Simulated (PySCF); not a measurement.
First SCF of a structure search on singlet N(OH)3, at a hand-made trigonal planar (heavy-atom frame) geometry. PySCF input:

```python
from pyscf import gto, scf, dft
mol = gto.M(atom='''
N      0.000000     0.000000     0.000000
O      1.340000     0.000000     0.000000
O     -0.670000     1.160500     0.000000
O     -0.670000    -1.160500     0.000000
H      1.957100    -0.735400     0.000000
H     -0.341700     2.062600     0.000000
H     -1.615400    -1.327200     0.000000''',
    basis={'N': 'def2-TZVP', 'O': 'def2-TZVP', 'H': 'def2-TZVP'},
    charge=0, spin=0)
mf = dft.RKS(mol, xc='PBE0')
mf.grids.atom_grid = (50, 194)
aux = {'N': 'def2-universal-JKFIT', 'O': 'def2-universal-JKFIT', 'H': 'def2-universal-JKFIT'}
mf = mf.density_fit(auxbasis=aux)
mf.conv_tol = 1e-08
mf.diis_space = 10
mf.max_cycle = 60
mf.init_guess = 'minao'
mf.verbose = 4
mf.kernel()
```

Excerpt of the output (cycles and frontier levels):

```
init E= -282.54962827373
  HOMO = -0.124674918998259  LUMO = -0.0540789436400004  gap/eV = 1.92101
cycle= 1 E= -281.613058847312  delta_E= 0.937  |g|= 0.878  |ddm|= 2.27
  HOMO = -0.0921728968084494  LUMO = 0.0316187050242077  gap/eV = 3.36854
cycle= 2 E= -281.523468426575  delta_E= 0.0896  |g|= 1.16  |ddm|= 1.04
  HOMO = -0.113485683489102  LUMO = 0.0102059304452096  gap/eV = 3.36582
cycle= 3 E= -281.738125388417  delta_E= -0.215  |g|= 0.0729  |ddm|= 0.585
  HOMO = -0.128488242841648  LUMO = 0.00955829862781599  gap/eV = 3.75644
cycle= 4 E= -281.738822982934  delta_E= -0.000698  |g|= 0.0367  |ddm|= 0.0762
  HOMO = -0.121591109617384  LUMO = 0.0121803829411051  gap/eV = 3.64011
cycle= 5 E= -281.739077003524  delta_E= -0.000254  |g|= 0.00446  |ddm|= 0.0321
  HOMO = -0.122354047711013  LUMO = 0.0118997290600996  gap/eV = 3.65323
cycle= 6 E= -281.739080419388  delta_E= -3.42e-06  |g|= 0.000343  |ddm|= 0.00359
  HOMO = -0.122317626807614  LUMO = 0.0119086518595183  gap/eV = 3.65248
cycle= 7 E= -281.739080444997  delta_E= -2.56e-08  |g|= 3.21e-05  |ddm|= 0.000296
  HOMO = -0.122320725139382  LUMO = 0.011908338793591  gap/eV = 3.65256
cycle= 8 E= -281.739080445249  delta_E= -2.52e-10  |g|= 6.24e-06  |ddm|= 4.44e-05
  HOMO = -0.122320857985933  LUMO = 0.0119082282477319  gap/eV = 3.65256
Extra cycle  E= -281.739080445255  delta_E= -5.57e-12  |g|= 3.92e-06  |ddm|= 8.57e-06
converged SCF energy = -281.739080445255
```

No lower solution of this spin was found by a stability analysis within the restricted form, which does not test spin polarisation.

The search for the lowest solution, with the stability check, took 8.2 s on 4 threads of a shared Arm Neoverse V1 host, with 142 basis functions; the process peaked at 0.56 GiB.
